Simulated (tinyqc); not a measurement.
Coupled-perturbed Hartree-Fock on RHF in the sto-6g basis, for H2F+, spin multiplicity 1, step by step. One step of it, computed by the program tinyqc.

Question. Integrals over molecular orbitals. (pq|rs) = sum C_ip C_jq C_kr C_ls (ij|kl), one index at a time.

coefficients C:
```
,MO1,MO2,MO3,MO4,MO5,MO6,MO7
1F 1s,0.997013,-0.234675,0.000000,0.074538,0.000000,0.105092,0.000000
1F 2s,0.013836,0.928964,0.000000,-0.400146,0.000000,-0.773277,0.000000
1F 2px,0.000000,0.000000,0.000000,0.000000,1.000000,0.000000,0.000000
1F 2py,0.000000,0.000000,0.753239,0.000000,0.000000,0.000000,-0.831205
1F 2pz,0.002360,0.149670,0.000000,0.856159,0.000000,-0.609960,0.000000
2H 1s,-0.002889,0.081193,0.335883,0.201800,0.000000,0.773447,0.880638
3H 1s,-0.002889,0.081193,-0.335883,0.201800,0.000000,0.773447,-0.880638
```

core Hamiltonian H = T + V (hartree):
```
,1F 1s,1F 2s,1F 2px,1F 2py,1F 2pz,2H 1s,3H 1s
1F 1s,-41.583221,-9.278386,0.000000,0.000000,-0.020410,-2.050113,-2.050113
1F 2s,-9.278386,-11.542006,0.000000,0.000000,-0.230649,-4.342257,-4.342257
1F 2px,0.000000,0.000000,-9.293294,0.000000,0.000000,0.000000,0.000000
1F 2py,0.000000,0.000000,0.000000,-9.434727,0.000000,-2.118261,2.118261
1F 2pz,-0.020410,-0.230649,0.000000,0.000000,-9.389350,-1.826694,-1.826694
2H 1s,-2.050113,-4.342257,0.000000,-2.118261,-1.826694,-5.831105,-2.092690
3H 1s,-2.050113,-4.342257,0.000000,2.118261,-1.826694,-2.092690,-5.831105
```

Two-electron integrals (ij|kl) in chemists' order, unique and non-zero (hartree):
```
i,j,k,l,(ij|kl)
1,1,1,1,5.406240
2,1,1,1,0.768129
2,1,2,1,0.138909
2,2,1,1,1.266271
2,2,2,1,0.283987
2,2,2,2,0.926367
3,1,3,1,0.029452
3,2,3,1,0.044681
3,2,3,2,0.204753
3,3,1,1,1.266273
3,3,2,1,0.283987
3,3,2,2,0.926366
3,3,3,3,0.998085
4,1,4,1,0.029452
4,2,4,1,0.044681
4,2,4,2,0.204753
4,3,4,3,0.053789
4,4,1,1,1.266273
4,4,2,1,0.283987
4,4,2,2,0.926366
4,4,3,3,0.890506
4,4,4,4,0.998085
5,1,5,1,0.029452
5,2,5,1,0.044681
5,2,5,2,0.204753
5,3,5,3,0.053789
5,4,5,4,0.053789
5,5,1,1,1.266273
5,5,2,1,0.283987
5,5,2,2,0.926366
5,5,3,3,0.890506
5,5,4,4,0.890506
5,5,5,5,0.998085
6,1,1,1,0.180111
6,1,2,1,0.031205
6,1,2,2,0.062347
6,1,3,3,0.062238
6,1,4,1,0.001041
6,1,4,2,0.002028
6,1,4,4,0.062433
6,1,5,1,0.000858
6,1,5,2,0.001671
6,1,5,4,0.000160
6,1,5,5,0.062370
6,1,6,1,0.007127
6,2,1,1,0.426425
6,2,2,1,0.096931
6,2,2,2,0.349189
6,2,3,3,0.344401
6,2,4,1,0.005374
6,2,4,2,0.039312
6,2,4,4,0.352955
6,2,5,1,0.004429
6,2,5,2,0.032397
6,2,5,4,0.007049
6,2,5,5,0.350211
6,2,6,1,0.021745
6,2,6,2,0.158122
6,3,3,1,0.011137
6,3,3,2,0.062468
6,3,4,3,0.008330
6,3,5,3,0.006865
6,3,6,3,0.024076
6,4,1,1,0.213019
6,4,2,1,0.049136
6,4,2,2,0.189254
6,4,3,3,0.181003
6,4,4,1,0.013588
6,4,4,2,0.083118
6,4,4,4,0.202482
6,4,5,1,0.002019
6,4,5,2,0.017018
6,4,5,4,0.010837
6,4,5,5,0.184276
6,4,6,1,0.011545
6,4,6,2,0.105176
6,4,6,4,0.093739
6,5,1,1,0.175552
6,5,2,1,0.040493
6,5,2,2,0.155967
6,5,3,3,0.149167
6,5,4,1,0.002019
6,5,4,2,0.017018
6,5,4,4,0.153139
6,5,5,1,0.012801
6,5,5,2,0.076493
6,5,5,4,0.011603
6,5,5,5,0.165594
6,5,6,1,0.009514
6,5,6,2,0.086677
6,5,6,4,0.057410
6,5,6,5,0.071389
6,6,1,1,0.553388
6,6,2,1,0.128137
6,6,2,2,0.527796
6,6,3,3,0.509371
6,6,4,1,0.009674
6,6,4,2,0.096404
6,6,4,4,0.542289
6,6,5,1,0.007973
6,6,5,2,0.079448
6,6,5,4,0.027129
6,6,5,5,0.531728
6,6,6,1,0.029016
6,6,6,2,0.297093
6,6,6,4,0.229500
6,6,6,5,0.189134
6,6,6,6,0.774999
7,1,1,1,0.180111
7,1,2,1,0.031205
7,1,2,2,0.062347
7,1,3,3,0.062238
7,1,4,1,-0.001041
7,1,4,2,-0.002028
7,1,4,4,0.062433
7,1,5,1,0.000858
7,1,5,2,0.001671
7,1,5,4,-0.000160
7,1,5,5,0.062370
7,1,6,1,0.007048
7,1,6,2,0.021191
7,1,6,4,0.010216
7,1,6,5,0.009265
7,1,6,6,0.027955
7,1,7,1,0.007127
7,2,1,1,0.426425
7,2,2,1,0.096931
7,2,2,2,0.349189
7,2,3,3,0.344401
7,2,4,1,-0.005374
7,2,4,2,-0.039312
7,2,4,4,0.352955
7,2,5,1,0.004429
7,2,5,2,0.032397
7,2,5,4,-0.007049
7,2,5,5,0.350211
7,2,6,1,0.021191
7,2,6,2,0.134285
7,2,6,4,0.060503
7,2,6,5,0.071582
7,2,6,6,0.212656
7,2,7,1,0.021745
7,2,7,2,0.158122
7,3,3,1,0.011137
7,3,3,2,0.062468
7,3,4,3,-0.008330
7,3,5,3,0.006865
7,3,6,3,0.019994
7,3,7,3,0.024076
7,4,1,1,-0.213019
7,4,2,1,-0.049136
7,4,2,2,-0.189254
7,4,3,3,-0.181003
7,4,4,1,0.013588
7,4,4,2,0.083118
7,4,4,4,-0.202482
7,4,5,1,-0.002019
7,4,5,2,-0.017018
7,4,5,4,0.010837
7,4,5,5,-0.184276
7,4,6,1,-0.010216
7,4,6,2,-0.060503
7,4,6,4,-0.007325
7,4,6,5,-0.031477
7,4,6,6,-0.082723
7,4,7,1,-0.011545
7,4,7,2,-0.105176
7,4,7,4,0.093739
7,5,1,1,0.175552
7,5,2,1,0.040493
7,5,2,2,0.155967
7,5,3,3,0.149167
7,5,4,1,-0.002019
7,5,4,2,-0.017018
7,5,4,4,0.153139
7,5,5,1,0.012801
7,5,5,2,0.076493
7,5,5,4,-0.011603
7,5,5,5,0.165594
7,5,6,1,0.009265
7,5,6,2,0.071582
7,5,6,4,0.031477
7,5,6,5,0.057737
7,5,6,6,0.126386
7,5,7,1,0.009514
7,5,7,2,0.086677
7,5,7,4,-0.057410
7,5,7,5,0.071389
7,6,1,1,0.190338
7,6,2,1,0.043772
7,6,2,2,0.172440
7,6,3,3,0.168967
7,6,4,4,0.171753
7,6,5,1,0.003163
7,6,5,2,0.028044
7,6,5,5,0.176601
7,6,6,1,0.009745
7,6,6,2,0.079686
7,6,6,4,0.045689
7,6,6,5,0.049776
7,6,6,6,0.160495
7,6,7,1,0.009745
7,6,7,2,0.079686
7,6,7,4,-0.045689
7,6,7,5,0.049776
7,6,7,6,0.049303
7,7,1,1,0.553388
7,7,2,1,0.128137
7,7,2,2,0.527796
7,7,3,3,0.509371
7,7,4,1,-0.009674
7,7,4,2,-0.096404
7,7,4,4,0.542289
7,7,5,1,0.007973
7,7,5,2,0.079448
7,7,5,4,-0.027129
7,7,5,5,0.531728
7,7,6,1,0.027955
7,7,6,2,0.212656
7,7,6,4,0.082723
7,7,6,5,0.126386
7,7,6,6,0.365304
7,7,7,1,0.029016
7,7,7,2,0.297093
7,7,7,4,-0.229500
7,7,7,5,0.189134
7,7,7,6,0.160495
7,7,7,7,0.774999
```

Give: one-electron integrals over orbitals h = C^T H C; Two-electron integrals over orbitals.

Answer.

one-electron integrals over orbitals h = C^T H C (hartree):
```
,1,2,3,4,5,6,7
1,-41.569,0.694,0.000,-0.215,0.000,-0.316,0.000
2,0.694,-9.825,0.000,0.335,0.000,1.516,0.000
3,0.000,0.000,-8.340,0.000,0.000,0.000,2.068
4,-0.215,0.335,0.000,-8.881,0.000,1.303,0.000
5,0.000,0.000,0.000,0.000,-9.293,0.000,0.000
6,-0.316,1.516,0.000,1.303,0.000,-5.873,0.000
7,0.000,0.000,2.068,0.000,0.000,0.000,-6.115
```

Two-electron integrals over orbitals (pq|rs), unique and non-zero (hartree):
```
p,q,r,s,(pq|rs)
1,1,1,1,5.380
2,1,1,1,-0.510
2,1,2,1,0.079
2,2,1,1,1.217
2,2,2,1,-0.019
2,2,2,2,0.872
3,1,3,1,0.018
3,2,3,1,0.026
3,2,3,2,0.163
3,3,1,1,1.016
3,3,2,1,-0.008
3,3,2,2,0.780
3,3,3,3,0.766
4,1,1,1,0.165
4,1,2,1,-0.021
4,1,2,2,0.018
4,1,3,3,0.006
4,1,4,1,0.031
4,2,1,1,-0.101
4,2,2,1,0.011
4,2,2,2,0.019
4,2,3,3,-0.006
4,2,4,1,0.027
4,2,4,2,0.152
4,3,3,1,-0.005
4,3,3,2,1.63e-04
4,3,4,3,0.050
4,4,1,1,1.170
4,4,2,1,-0.015
4,4,2,2,0.811
4,4,3,3,0.732
4,4,4,1,-0.013
4,4,4,2,-0.097
4,4,4,4,0.913
5,1,5,1,0.030
5,2,5,1,0.039
5,2,5,2,0.179
5,3,5,3,0.040
5,4,5,1,-0.012
5,4,5,2,-0.041
5,4,5,4,0.059
5,5,1,1,1.266
5,5,2,1,-0.013
5,5,2,2,0.881
5,5,3,3,0.765
5,5,4,1,4.12e-03
5,5,4,2,-0.052
5,5,4,4,0.842
5,5,5,5,0.998
6,1,1,1,0.246
6,1,2,1,-0.041
6,1,2,2,2.93e-03
6,1,3,3,2.06e-03
6,1,4,1,-2.45e-03
6,1,4,2,-0.021
6,1,4,4,0.016
6,1,5,5,0.006
6,1,6,1,0.028
6,2,1,1,-0.330
6,2,2,1,0.008
6,2,2,2,-0.162
6,2,3,3,-0.104
6,2,4,1,-0.019
6,2,4,2,-0.036
6,2,4,4,-0.108
6,2,5,5,-0.164
6,2,6,1,4.59e-03
6,2,6,2,0.089
6,3,3,1,-0.005
6,3,3,2,0.020
6,3,4,3,0.014
6,3,6,3,0.058
6,4,1,1,-0.251
6,4,2,1,2.35e-03
6,4,2,2,-0.127
6,4,3,3,-0.081
6,4,4,1,-4.51e-03
6,4,4,2,0.017
6,4,4,4,-0.143
6,4,5,5,-0.135
6,4,6,1,9.97e-04
6,4,6,2,0.061
6,4,6,4,0.069
6,5,5,1,-0.015
6,5,5,2,-0.056
6,5,5,4,-4.21e-03
6,5,6,5,0.029
6,6,1,1,0.760
6,6,2,1,-0.006
6,6,2,2,0.615
6,6,3,3,0.582
6,6,4,1,0.019
6,6,4,2,0.072
6,6,4,4,0.559
6,6,5,5,0.579
6,6,6,1,-0.006
6,6,6,2,-0.070
6,6,6,4,-0.032
6,6,6,6,0.570
7,1,3,1,-0.018
7,1,3,2,-0.025
7,1,4,3,0.005
7,1,6,3,4.70e-03
7,1,7,1,0.018
7,2,3,1,-0.017
7,2,3,2,-0.055
7,2,4,3,0.029
7,2,6,3,0.031
7,2,7,1,0.016
7,2,7,2,0.053
7,3,1,1,-0.414
7,3,2,1,0.009
7,3,2,2,-0.184
7,3,3,3,-0.158
7,3,4,1,1.78e-03
7,3,4,2,0.067
7,3,4,4,-0.194
7,3,5,5,-0.217
7,3,6,1,-0.006
7,3,6,2,0.075
7,3,6,4,0.080
7,3,6,6,-0.023
7,3,7,3,0.157
7,4,3,1,0.009
7,4,3,2,0.065
7,4,4,3,-0.012
7,4,6,3,0.037
7,4,7,1,-0.009
7,4,7,2,-0.011
7,4,7,4,0.054
7,5,5,3,-0.025
7,5,7,5,0.019
7,6,3,1,0.011
7,6,3,2,0.097
7,6,4,3,0.041
7,6,6,3,0.069
7,6,7,1,-0.010
7,6,7,2,0.013
7,6,7,4,0.061
7,6,7,6,0.148
7,7,1,1,0.814
7,7,2,1,-0.007
7,7,2,2,0.633
7,7,3,3,0.635
7,7,4,1,3.97e-03
7,7,4,2,0.014
7,7,4,4,0.606
7,7,5,5,0.613
7,7,6,1,2.50e-03
7,7,6,2,-0.052
7,7,6,4,-0.026
7,7,6,6,0.561
7,7,7,3,-0.061
7,7,7,7,0.600
```
